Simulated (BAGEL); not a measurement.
**doublet C3H4NO at 3 levels**

Wanted: a comparison of 3 runs (UHF/3-21G, ROHF/6-31G*, UHF/6-31G*) of doublet C3H4NO. 

Program for the calculation: BAGEL 1.2.2.

8 further runs of the same task are left out: 2 that didn't finish, 6 set aside as unsound or not needed.

## 1. The system as given

C3H4NO has 9 atoms, charge 0, and is taken as a doublet. As SMILES of the parent species, `N#CCC[O-]`. The shape is that of a GFN2-xTB optimisation. This is one conformer, not always the lowest. That shape belongs to the parent species and isn't relaxed for this state.

Bond lengths: N1–C2 1.156 Å, C2–C3 1.407 Å, C3–C4 1.657 Å, C4–O5 1.284 Å, C3–H6 1.091 Å, C3–H7 1.091 Å, C4–H8 1.136 Å, C4–H9 1.137 Å. Some angles: N1–C2–C3 176.0°, C2–C3–C4 112.7°, C3–C4–O5 112.3°, C2–C3–H6 111.2°, C2–C3–H7 111.2°, C4–C3–H6 106.0°, C4–C3–H7 106.0°, C3–C4–H8 103.0°, C3–C4–H9 103.0°, O5–C4–H8 115.9°.

## 2. The energy at UHF/3-21G (density fitting with qzvpp-jkfit) (run 1)

File input.json:

```json
{ "bagel" : [

{
  "title" : "molecule",
  "basis" : "3-21g",
  "df_basis" : "qzvpp-jkfit",
  "angstrom" : true,
  "geometry" : [
    { "atom" : "N", "xyz" : [      -1.199830,       1.950980,       1.223020 ] },
    { "atom" : "C", "xyz" : [      -0.455350,       1.106740,       0.958540 ] },
    { "atom" : "C", "xyz" : [       0.399650,       0.065200,       0.554450 ] },
    { "atom" : "C", "xyz" : [      -0.054630,      -0.612710,      -0.888200 ] },
    { "atom" : "O", "xyz" : [       0.732460,      -1.560040,      -1.250850 ] },
    { "atom" : "H", "xyz" : [       1.419530,       0.425510,       0.408950 ] },
    { "atom" : "H", "xyz" : [       0.401770,      -0.748760,       1.281630 ] },
    { "atom" : "H", "xyz" : [      -1.135610,      -0.909760,      -0.701550 ] },
    { "atom" : "H", "xyz" : [      -0.107990,       0.282830,      -1.585990 ] }
  ]
},

{
  "title" : "uhf",
  "nopen" : 1
},

{
  "title" : "print",
  "file" : "orbitals.molden",
  "orbitals" : true
}

]}
```

On the command line:

```bash
$ BAGEL_NUM_THREADS=1 BAGEL input.json > input.out
```

The program printed:

```text
* using 1 threads per process

  ===============================================================
  ===============================================================

  *** Geometry ***

  { "atom" : "N", "xyz" : [     -2.267350,      3.686818,      2.311173 ] },
  { "atom" : "C", "xyz" : [     -0.860487,      2.091435,      1.811378 ] },
  { "atom" : "C", "xyz" : [      0.755229,      0.123210,      1.047759 ] },
  { "atom" : "C", "xyz" : [     -0.103236,     -1.157854,     -1.678455 ] },
  { "atom" : "O", "xyz" : [      1.384149,     -2.948048,     -2.363764 ] },
  { "atom" : "H", "xyz" : [      2.682523,      0.804097,      0.772803 ] },
  { "atom" : "H", "xyz" : [      0.759235,     -1.414951,      2.421930 ] },
  { "atom" : "H", "xyz" : [     -2.145992,     -1.719197,     -1.325737 ] },
  { "atom" : "H", "xyz" : [     -0.204072,      0.534471,     -2.997087 ] },

  Number of auxiliary basis functions:      451

  Since a DF basis is specified, we compute 2- and 3-index integrals:
    o Being stored without compression. Storage requirement is 0.010 GB

  Number of basis functions:       53
  Number of electrons      :       37

    * METHOD: MOLECULE                             0.21

  *** Open-shell HF ***

  === Nuclear Repulsion ===
   145.7975939220

      * DIIS with orbital gradients will be used.

  === UHF iteration (3-21g) ===
      0       -243.48723917          0.06103001           0.08
      1       -243.62040845          0.05610268           0.07
      2       -243.67805857          0.04917525           0.07
      3       -243.79695048          0.00574695           0.09
      4       -243.80238583          0.00310714           0.09
      5       -243.80487079          0.00064957           0.11
[... 28 lines of this table left out ...]
     34       -243.80502775          0.00000001           0.07
     35       -243.80502775          0.00000001           0.08
    * SCF iteration converged.

    * S^2 (UHF) is 0.7598

    * Permanent dipole moment:
           (   -0.405685,     0.638449,     0.380303) a.u.

    * METHOD: UHF                                  3.74

    * METHOD: PRINT                                0.01

  ===============================================================
```

It took 4.5 s on 1 thread of Intel Xeon Platinum 8488C (Sapphire Rapids), shared host.

## 3. The energy at ROHF/6-31G(d) (density fitting with qzvpp-jkfit, spherical functions) (run 2)

File calc.json:

```json
{ "bagel" : [

{
  "title" : "molecule",
  "basis" : "6-31gs.json",
  "df_basis" : "qzvpp-jkfit",
  "angstrom" : true,
  "geometry" : [
    { "atom" : "N", "xyz" : [      -1.199830,       1.950980,       1.223020 ] },
    { "atom" : "C", "xyz" : [      -0.455350,       1.106740,       0.958540 ] },
    { "atom" : "C", "xyz" : [       0.399650,       0.065200,       0.554450 ] },
    { "atom" : "C", "xyz" : [      -0.054630,      -0.612710,      -0.888200 ] },
    { "atom" : "O", "xyz" : [       0.732460,      -1.560040,      -1.250850 ] },
    { "atom" : "H", "xyz" : [       1.419530,       0.425510,       0.408950 ] },
    { "atom" : "H", "xyz" : [       0.401770,      -0.748760,       1.281630 ] },
    { "atom" : "H", "xyz" : [      -1.135610,      -0.909760,      -0.701550 ] },
    { "atom" : "H", "xyz" : [      -0.107990,       0.282830,      -1.585990 ] }
  ]
},

{
  "title" : "rohf",
  "nopen" : 1
},

{
  "title" : "print",
  "file" : "orbitals.molden",
  "orbitals" : true
}

]}
```

The basis set 6-31G* is read from a file made from the Basis Set Exchange's data (not shown).

On the command line:

```bash
$ BAGEL_NUM_THREADS=1 BAGEL calc.json > calc.out
```

The program printed:

```text
* using 1 threads per process

  ===============================================================
  ===============================================================

  *** Geometry ***

  { "atom" : "N", "xyz" : [     -2.267350,      3.686818,      2.311173 ] },
  { "atom" : "C", "xyz" : [     -0.860487,      2.091435,      1.811378 ] },
  { "atom" : "C", "xyz" : [      0.755229,      0.123210,      1.047759 ] },
  { "atom" : "C", "xyz" : [     -0.103236,     -1.157854,     -1.678455 ] },
  { "atom" : "O", "xyz" : [      1.384149,     -2.948048,     -2.363764 ] },
  { "atom" : "H", "xyz" : [      2.682523,      0.804097,      0.772803 ] },
  { "atom" : "H", "xyz" : [      0.759235,     -1.414951,      2.421930 ] },
  { "atom" : "H", "xyz" : [     -2.145992,     -1.719197,     -1.325737 ] },
  { "atom" : "H", "xyz" : [     -0.204072,      0.534471,     -2.997087 ] },

  Number of auxiliary basis functions:      451

  Since a DF basis is specified, we compute 2- and 3-index integrals:
    o Being stored without compression. Storage requirement is 0.022 GB

  Number of basis functions:       78
  Number of electrons      :       37

    * METHOD: MOLECULE                             0.31

  *** Open-shell HF ***

  === Nuclear Repulsion ===
   145.7975939220

      * DIIS with orbital gradients will be used.

  === ROHF iteration (6-31gs.json) ===
      0       -244.73710349          0.05142724           0.14
      1       -244.88281510          0.04974308           0.15
      2       -244.96188450          0.04234514           0.16
      3       -245.14775518          0.00489826           0.12
      4       -245.15747955          0.00294868           0.13
      5       -245.16148287          0.00116469           0.13
[... 18 lines of this table left out ...]
     24       -245.16265891          0.00000001           0.15
     25       -245.16265891          0.00000001           0.15
    * SCF iteration converged.

    * S^2 (ROHF) is 0.7500

    * Permanent dipole moment:
           (   -0.527191,     0.762546,     0.405723) a.u.

    * METHOD: ROHF                                 4.19

    * METHOD: PRINT                                0.02

  ===============================================================
```

Run time: 4.8 s. Hardware: 1 thread of Intel Xeon Platinum 8488C (Sapphire Rapids), shared host; peak memory 0.1 GiB.

## 4. The energy at UHF/6-31G(d) (density fitting with qzvpp-jkfit, spherical functions) (run 3)

Changes to input.json since step 2:

```diff
@@ -4,3 +4,3 @@
   "title" : "molecule",
-  "basis" : "3-21g",
+  "basis" : "6-31gs.json",
   "df_basis" : "qzvpp-jkfit",
```

The basis set 6-31G* is read from a file made from the Basis Set Exchange's data (not shown).

On the command line:

```bash
$ BAGEL_NUM_THREADS=1 BAGEL input.json > input.out
```

The program printed:

```text
* using 1 threads per process

  ===============================================================
  ===============================================================

  *** Geometry ***

  { "atom" : "N", "xyz" : [     -2.267350,      3.686818,      2.311173 ] },
  { "atom" : "C", "xyz" : [     -0.860487,      2.091435,      1.811378 ] },
  { "atom" : "C", "xyz" : [      0.755229,      0.123210,      1.047759 ] },
  { "atom" : "C", "xyz" : [     -0.103236,     -1.157854,     -1.678455 ] },
  { "atom" : "O", "xyz" : [      1.384149,     -2.948048,     -2.363764 ] },
  { "atom" : "H", "xyz" : [      2.682523,      0.804097,      0.772803 ] },
  { "atom" : "H", "xyz" : [      0.759235,     -1.414951,      2.421930 ] },
  { "atom" : "H", "xyz" : [     -2.145992,     -1.719197,     -1.325737 ] },
  { "atom" : "H", "xyz" : [     -0.204072,      0.534471,     -2.997087 ] },

  Number of auxiliary basis functions:      451

  Since a DF basis is specified, we compute 2- and 3-index integrals:
    o Being stored without compression. Storage requirement is 0.022 GB

  Number of basis functions:       78
  Number of electrons      :       37

    * METHOD: MOLECULE                             0.22

  *** Open-shell HF ***

  === Nuclear Repulsion ===
   145.7975939220

      * DIIS with orbital gradients will be used.

  === UHF iteration (6-31gs.json) ===
      0       -244.73710349          0.05142724           0.13
      1       -244.89563905          0.04911928           0.12
      2       -244.97939114          0.04143752           0.11
      3       -245.15466695          0.00478579           0.16
      4       -245.16356463          0.00286579           0.18
      5       -245.16716107          0.00105015           0.18
[... 27 lines of this table left out ...]
     33       -245.16791445          0.00000001           0.16
     34       -245.16791445          0.00000001           0.16
    * SCF iteration converged.

    * S^2 (UHF) is 0.7611

    * Permanent dipole moment:
           (   -0.519928,     0.755252,     0.404336) a.u.

    * METHOD: UHF                                  5.29

    * METHOD: PRINT                                0.02

  ===============================================================
```

Wall time 6 s (1 thread of Intel Xeon Platinum 8488C (Sapphire Rapids), shared host); peak memory 0.1 GiB.

## 5. Overview of the runs

```csv
run,level,energy (Eh),dipole moment (D),⟨S²⟩,wall time
1,UHF/3-21G (density fitting with qzvpp-jkfit),-243.805028,2.15,0.760,4.5 s
2,"ROHF/6-31G* (density fitting with qzvpp-jkfit, spherical functions)",-245.162659,2.57,0.750,4.8 s
3,"UHF/6-31G* (density fitting with qzvpp-jkfit, spherical functions)",-245.167914,2.55,0.761,6 s
```

## 6. What came out

```
            quantity          value
 run 3: total energy  -245.16791 Eh
run 3: dipole moment         2.55 D
         run 3: ⟨S²⟩          0.761
```

**Reading.** The dipole moment (its size) runs from 2.15 D (UHF/3-21G) to 2.57 D (ROHF/6-31G*). The two ends differ in method and basis. All runs together took 15 s, the longest 6 s.
